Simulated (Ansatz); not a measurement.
# Relaxing LiCl3

Level of theory: DFT PBE, scalar-relativistic, plane waves, PAW (Ansatz 0.2.0). Cutoff 420 eV, Γ-centred k mesh, Gaussian smearing, no spin polarisation in the final step.

LiCl3 was placed on the Ni3Sn (D0_19) structure type (P6_3/mmc, No. 194), with Li in place of Sn, Cl in place of Ni, at a guessed volume.

```xyz
8
Lattice="6.3998 0.0000 0.0000 -3.1999 5.5424 0.0000 0.0000 0.0000 5.1368" Properties=species:S:1:pos:R:3 pbc="T T T"
Li    0.0000    3.6949    1.2842
Li    3.1999    1.8475    3.8526
Cl    3.1999    3.6912    1.2842
Cl   -1.5967    4.6168    3.8526
Cl    1.6031    0.9256    1.2842
Cl    0.0000    1.8511    3.8526
Cl    4.7966    0.9256    1.2842
Cl    1.5967    4.6168    3.8526
```

Steps on the 6×6×8 mesh (8 atoms). 12 of 16 steps are shown, and the free energy counts from the last. Trial steps that were taken back and renewals of the plane-wave basis can be among the rows.

```tsv
step	ΔF (meV/atom)	V (Å³/atom)	P (GPa)	largest force component (eV/Å)
1	206.3	22.78	-1.32	0.368
2	178.9	21.57	-0.20	0.102
4	119.2	20.36	1.99	0.678
5	83.4	19.97	3.05	0.792
6	41.7	20.68	1.72	0.208
8	15.9	22.41	0.38	0.047
9	13.8	23.16	-0.07	0.000
11	6.0	23.11	0.34	0.000
12	2.2	23.94	0.15	0.003
13	0.5	24.73	0.08	0.006
15	0.2	25.35	0.00	0.001
16	0.0	25.35	0.02	0.001
```

A final relaxation ran on a 12×12×6 mesh. The relaxed crystal, P6_3/mmc (No. 194):

```cif
data_structure
_symmetry_space_group_name_H-M 'P6_3/mmc'
_symmetry_Int_Tables_number 194
_cell_length_a 5.5844
_cell_length_b 5.5844
_cell_length_c 7.4868
_cell_angle_alpha 90.000
_cell_angle_beta 90.000
_cell_angle_gamma 120.000
_cell_volume 202.20
loop_
_atom_site_label
_atom_site_type_symbol
_atom_site_symmetry_multiplicity
_atom_site_Wyckoff_symbol
_atom_site_fract_x
_atom_site_fract_y
_atom_site_fract_z
_atom_site_occupancy
Li1 Li 2 c 0.33333 0.66667 0.25000 1
Cl1 Cl 6 h 0.83331 0.66661 0.25000 1
```

```json
{"Volume per atom": "25.3 Å³", "Density": "1.9 g/cm³", "Energy over the elements": "-0.50 eV/atom", "Gap on the 12×12×6 mesh": "0 eV (a metal)"}
```

Formation energies are uncorrected and refer to the elements' standard structures at the same level (Cl₂ as a molecule).

The final run used a 12×12×6 mesh on its 8-atom cell and 0.10 eV smearing. The k mesh leaves about 4 meV/atom of noise in metals. No dispersion correction is applied, so the spacing between layers, chains or molecules is poorly fixed, and with it the volume and density.

A structure relaxed within its symmetry needn't be a true minimum.

Cost: 3 runs of about 4.6 core-minutes in all, on Arm Neoverse V1 (shared hosts).